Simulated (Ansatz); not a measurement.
Reaction (SMILES): O=CN → N[C]=O + H atom
B3LYP-D3(BJ)/def2-TZVP geometries, fixed; electronic energies without zero-point terms.
Largest species:
```xyz
6

N     -1.0698     0.1943     0.1075
C      0.2724     0.3136    -0.0479
O      1.0507    -0.6113    -0.0819
H     -1.4767    -0.7220     0.2042
H     -1.6667     1.0020     0.1281
H      0.5920     1.3678    -0.1427
```
Charge 0, spin multiplicity 1.

Effect of a fitting basis named in the input at MP2/def2-TZVPP with Ansatz (a program for electronic structure), against the last row, where the bond dissociation energy is 98.27 kcal/mol. Cores are frozen. Species with rotatable bonds are taken in one conformer. Open shells are unrestricted. The default fits or decomposes integrals by the program's own choice; accuracy: high also tightens integrals, grids and stops.

```csv
setting,largest shift of a total energy (mEh),shift of the bond dissociation energy (kcal/mol)
fitting: def2-universal-jkfit and def2-SVP-RIFIT,-3.603,-0.247
fitting: def2-universal-jkfit and cc-pVDZ-RIFIT,-2.391,-0.257
fitting: def2-universal-jkfit and cc-pVTZ-RIFIT,0.202,-0.016
fitting: def2-universal-jkfit and aug-cc-pVTZ-RIFIT,0.171,-0.009
fitting: def2-universal-jkfit and cc-pVQZ-RIFIT,0.165,-0.003
fitting: def2-universal-jkfit and aug-cc-pVQZ-RIFIT,0.152,0.000
accuracy: high,-0.002,0.000
accuracy: medium (default),0.000,0.000
```

Within 0.02 kcal/mol in the bond dissociation energy: fitting: def2-universal-jkfit and cc-pVTZ-RIFIT; fitting: def2-universal-jkfit and aug-cc-pVTZ-RIFIT; fitting: def2-universal-jkfit and cc-pVQZ-RIFIT; fitting: def2-universal-jkfit and aug-cc-pVQZ-RIFIT; accuracy: high. The largest shift is 3.603 mEh in a total energy and 0.257 kcal/mol in the difference.
